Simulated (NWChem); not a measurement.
The numbers come from NWChem runs, not from measurements. System: AlCl3, charge 0, spin multiplicity 1, at a geometry optimised with B3LYP/def2-SVP. The structure started from a generated list of species. Level: RHF/def2-SVP.

Input file:

```
start mol
memory heap 200 mb stack 900 mb global 1100 mb
geometry units angstroms nocenter noautoz
  Al     0.000000     0.000000    -0.000007
  Cl     0.000000     0.000000     2.087294
  Cl     1.807659     0.000000    -1.043644
  Cl    -1.807659     0.000000    -1.043644
  symmetry group C2v
end
basis spherical
  * library def2-svp
end
scf
  rhf
  nopen 0
  maxiter 100
  thresh 1e-7
  semidirect memsize 60000000 filesize 0
end
task scf energy
```

Part of the output:

```
             Northwest Computational Chemistry Package (NWChem) 7.3.0
             --------------------------------------------------------

                                NWChem Input Module
                                -------------------

 Scaling coordinates for geometry "geometry" by  1.889725989
 (inverse scale =  0.529177249)

 Turning off AUTOSYM since
 SYMMETRY directive was detected!

                             Geometry "geometry" -> ""
                             -------------------------

 Output coordinates in angstroms (scale by  1.889725989 to convert to a.u.)

  No.       Tag          Charge          X              Y              Z
 ---- ---------------- ---------- -------------- -------------- --------------
    1 Al                  13.0000     0.00000000     0.00000000    -0.00000700
    2 Cl                  17.0000     0.00000000     0.00000000     2.08729400
    3 Cl                  17.0000     1.80765900     0.00000000    -1.04364400
    4 Cl                  17.0000    -1.80765900     0.00000000    -1.04364400

 Effective nuclear repulsion energy (a.u.)     294.9893972061

            Nuclear Dipole moment (a.u.)
            ----------------------------
        X                 Y               Z
 ---------------- ---------------- ----------------
     0.0000000000     0.0000000000     0.0000207870

      Symmetry information
      --------------------

 Group name             C2v
 Group number             16
 Group order               4
 No. of unique centers     3

      Symmetry unique atoms

     1    2    3


 Summary of "ao basis" -> "" (spherical)
 ------------------------------------------------------------------------------
       Tag                 Description            Shells   Functions and Types
 ---------------- ------------------------------  ------  ---------------------
 *                          def2-svp                  on all atoms

 Summary of "ao basis" -> "ao basis" (spherical)
 ------------------------------------------------------------------------------
       Tag                 Description            Shells   Functions and Types
[...]
   Bfn.  Coefficient  Atom+Function         Bfn.  Coefficient  Atom+Function
  ----- ------------  ---------------      ----- ------------  ---------------
    29      0.393077  2 Cl px                49     -0.340399  3 Cl pz
    67      0.340399  4 Cl pz                26      0.273913  2 Cl px
    46     -0.237204  3 Cl pz                64      0.237204  4 Cl pz
    47     -0.196519  3 Cl px                65     -0.196519  4 Cl px
    23      0.159092  2 Cl px

 Vector   33  Occ=0.000000D+00  E= 6.908060D-02  Symmetry=b2
              MO Center= -3.9D-16, -1.2D-14, -7.5D-06, r^2= 4.4D+00
   Bfn.  Coefficient  Atom+Function         Bfn.  Coefficient  Atom+Function
  ----- ------------  ---------------      ----- ------------  ---------------
    12      0.894495  1 Al py                 9      0.296402  1 Al py
    30     -0.291643  2 Cl py                48     -0.291644  3 Cl py
    66     -0.291644  4 Cl py                 6     -0.167462  1 Al py

 Vector   34  Occ=0.000000D+00  E= 7.019427D-02  Symmetry=a1
              MO Center= -2.6D-15,  7.0D-15, -1.9D-05, r^2= 5.1D+00
   Bfn.  Coefficient  Atom+Function         Bfn.  Coefficient  Atom+Function
  ----- ------------  ---------------      ----- ------------  ---------------
     4      1.547218  1 Al s                 22     -0.417254  2 Cl s
    40     -0.417260  3 Cl s                 58     -0.417260  4 Cl s
    31      0.303455  2 Cl pz                47      0.262804  3 Cl px
    65     -0.262804  4 Cl px                 2      0.191589  1 Al s
    49     -0.151724  3 Cl pz                67     -0.151724  4 Cl pz

 Vector   35  Occ=0.000000D+00  E= 1.970634D-01  Symmetry=a1
              MO Center= -3.5D-11, -3.5D-15, -4.9D-01, r^2= 5.5D+00
   Bfn.  Coefficient  Atom+Function         Bfn.  Coefficient  Atom+Function
  ----- ------------  ---------------      ----- ------------  ---------------
    13      1.637077  1 Al pz                22     -0.815494  2 Cl s
    40      0.407735  3 Cl s                 58      0.407735  4 Cl s
    31      0.332374  2 Cl pz                47     -0.317384  3 Cl px
    65      0.317384  4 Cl px                49     -0.217368  3 Cl pz
    67     -0.217368  4 Cl pz

 center of mass
 --------------
 x =   0.00000000 y =   0.00000000 z =   0.00000030

 moments of inertia (a.u.)
 ------------------
         816.087447590551           0.000000000000           0.000000000000
           0.000000000000        1632.184920304326           0.000000000000
           0.000000000000           0.000000000000         816.097472713775

  Mulliken analysis of the total density
  --------------------------------------

    Atom       Charge   Shell Charges
 -----------   ------   -------------------------------------------------------
    1 Al  13    11.97   2.00  1.99  0.69 -0.06  5.94  0.74  0.35  0.32
    2 Cl  17    17.34   2.00  1.99  1.20  0.75  5.94  2.09  3.35  0.02
    3 Cl  17    17.34   2.00  1.99  1.20  0.75  5.94  2.09  3.35  0.02
    4 Cl  17    17.34   2.00  1.99  1.20  0.75  5.94  2.09  3.35  0.02

       Multipole analysis of the density wrt the origin
       ------------------------------------------------

     L   x y z        total         open         nuclear
     -   - - -        -----         ----         -------
     0   0 0 0     -0.000000      0.000000     64.000000

     1   1 0 0      0.000000      0.000000      0.000000
     1   0 1 0     -0.000000      0.000000      0.000000
     1   0 0 1     -0.000027      0.000000      0.000021

     2   2 0 0    -40.818342      0.000000    396.743303
     2   1 1 0     -0.000000      0.000000      0.000000
     2   1 0 1      0.000000      0.000000      0.000000
     2   0 2 0    -34.100983      0.000000      0.000000
     2   0 1 1     -0.000000      0.000000      0.000000
     2   0 0 2    -40.818343      0.000000    396.738429

 Task  times  cpu:        0.3s     wall:        0.3s

 Total times  cpu:        0.3s     wall:        0.3s
```
